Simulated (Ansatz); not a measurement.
Equilibrium lattice constant a (Å) of a set of cubic elemental solids other than molecular ones (28 solids), computed with PBE in Ansatz (plane waves, PAW) and with B3LYP (VWN-RPA form) (PAW; Ansatz, an electronic-structure program). The set holds measured phases with no doubt noted on the run or the magnetic state but for the caveats below. 18 more of the class have both values but aren't in it, for one of these reasons: built or high-temperature cells, doubts on the run or the magnetic state, unlike cells, values of zero, layered or molecular crystals, cells that aren't cubic. Solids without a value at one level (not run, failed, or a magnetic order lost), or held back for tests, aren't counted.

All rows, in order of the shift (worked out from unrounded values):

```json
[
 {"solid": "bcc V", "PBE": "2.997", "B3LYP (VWN-RPA form)": "2.986", "shift (%)": "-0.36"},
 {"solid": "diamond", "PBE": "3.572", "B3LYP (VWN-RPA form)": "3.568", "shift (%)": "-0.11"},
 {"solid": "bcc Li", "PBE": "3.435", "B3LYP (VWN-RPA form)": "3.434", "shift (%)": "-0.01"},
 {"solid": "bcc Na", "PBE": "4.197", "B3LYP (VWN-RPA form)": "4.205", "shift (%)": "+0.19"},
 {"solid": "diamond-structure Ge", "PBE": "5.761", "B3LYP (VWN-RPA form)": "5.775", "shift (%)": "+0.24"},
 {"solid": "grey tin (α-Sn)", "PBE": "6.655", "B3LYP (VWN-RPA form)": "6.674", "shift (%)": "+0.28"},
 {"solid": "diamond-structure Si", "PBE": "5.470", "B3LYP (VWN-RPA form)": "5.486", "shift (%)": "+0.29"},
 {"solid": "bcc Ta", "PBE": "3.319", "B3LYP (VWN-RPA form)": "3.332", "shift (%)": "+0.38"},
 {"solid": "fcc Ir", "PBE": "3.871", "B3LYP (VWN-RPA form)": "3.885", "shift (%)": "+0.38"},
 {"solid": "bcc W", "PBE": "3.184", "B3LYP (VWN-RPA form)": "3.196", "shift (%)": "+0.39"},
 {"solid": "fcc Rh", "PBE": "3.830", "B3LYP (VWN-RPA form)": "3.845", "shift (%)": "+0.39"},
 {"solid": "bcc Mo", "PBE": "3.161", "B3LYP (VWN-RPA form)": "3.174", "shift (%)": "+0.42"},
 {"solid": "fcc Al", "PBE": "4.040", "B3LYP (VWN-RPA form)": "4.061", "shift (%)": "+0.53"},
 {"solid": "fcc Sr", "PBE": "6.030", "B3LYP (VWN-RPA form)": "6.071", "shift (%)": "+0.68"},
 {"solid": "bcc Nb", "PBE": "3.310", "B3LYP (VWN-RPA form)": "3.333", "shift (%)": "+0.69"},
 {"solid": "fcc Pt", "PBE": "3.970", "B3LYP (VWN-RPA form)": "4.001", "shift (%)": "+0.78"},
 {"solid": "fcc Ca", "PBE": "5.526", "B3LYP (VWN-RPA form)": "5.569", "shift (%)": "+0.78"},
 {"solid": "bcc K", "PBE": "5.284", "B3LYP (VWN-RPA form)": "5.329", "shift (%)": "+0.86"},
 {"solid": "fcc Ni", "PBE": "3.519", "B3LYP (VWN-RPA form)": "3.549", "shift (%)": "+0.86"},
 {"solid": "fcc Pd", "PBE": "3.943", "B3LYP (VWN-RPA form)": "3.988", "shift (%)": "+1.15"},
 {"solid": "bcc Rb", "PBE": "5.670", "B3LYP (VWN-RPA form)": "5.749", "shift (%)": "+1.39"},
 {"solid": "fcc Pb", "PBE": "5.040", "B3LYP (VWN-RPA form)": "5.123", "shift (%)": "+1.63"},
 {"solid": "fcc Cu", "PBE": "3.629", "B3LYP (VWN-RPA form)": "3.690", "shift (%)": "+1.68"},
 {"solid": "fcc Au", "PBE": "4.158", "B3LYP (VWN-RPA form)": "4.229", "shift (%)": "+1.70"},
 {"solid": "fcc Ag", "PBE": "4.147", "B3LYP (VWN-RPA form)": "4.231", "shift (%)": "+2.01"},
 {"solid": "bcc Cs", "PBE": "6.162", "B3LYP (VWN-RPA form)": "6.311", "shift (%)": "+2.43"},
 {"solid": "bcc Ba", "PBE": "5.021", "B3LYP (VWN-RPA form)": "5.159", "shift (%)": "+2.74"},
 {"solid": "bcc Fe", "PBE": "2.831", "B3LYP (VWN-RPA form)": "2.923", "shift (%)": "+3.24"}
]
```

The shift from PBE to B3LYP (VWN-RPA form) has a median of +0.68 %, and eight in ten lie between +0.13 % and +2.13 %; B3LYP (VWN-RPA form) is the larger in 25 and the smaller in 3 of 28.

Ansatz's runs of these crystals have no spin polarisation, but for bcc Fe, fcc Ni. Meta-GGAs and exact exchange favour moments, which can bear on fcc Pd, bcc Fe, bcc V, fcc Pt, fcc Rh, fcc Ni.

Density-functional runs with spin start from parallel moments for bcc Fe, parallel moments for fcc Ni.

Spin–orbit coupling is left out, also for the solids with elements from indium on (bcc Ta, fcc Pt, bcc Ba, grey tin (α-Sn), bcc W, fcc Ir, bcc Cs, fcc Pb, fcc Au); its size isn't shown.

Exact exchange on metals is sensitive to the k mesh.

Caveats: the cell is over a tenth larger than the published one: the level's own overestimate first of all, though another phase or state, or a fault of the published cell, is possible (B3LYP (VWN-RPA form): fcc Ag, fcc Pb, fcc Au); the gap of the solid is closed in this run (diamond-structure Ge). Ansatz's density-functional and Hartree–Fock values are scalar-relativistic unless marked +SOC, with PAW data made under PBE.
